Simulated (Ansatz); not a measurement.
hydrogen cyanide (CHN), SMILES C#N.

Geometry optimised at ωB97X-D3(BJ)/def2-TZVPD.

Two levels are set side by side: PBE/def2-TZVPD (Ansatz, a first-principles code) and CAM-B3LYP/def2-TZVPD (Ansatz). Energy differences of separate SCF runs at the same geometry; the states with an electron removed or added have multiplicity 2 and 2. Differences are taken from unrounded values.

```
quantity                           CAM-B3LYP
---------------------------------  ---------
vertical ionisation energy (eV)        13.73
vertical singlet–triplet gap (eV)       6.65
```

What does PBE give, and how far is it from CAM-B3LYP? (The exact figures need the calculation; the answer reports its results.)


```
quantity                             PBE  PBE minus CAM-B3LYP
---------------------------------  -----  -------------------
vertical ionisation energy (eV)    13.77                 0.04
vertical singlet–triplet gap (eV)   6.80                 0.15
```
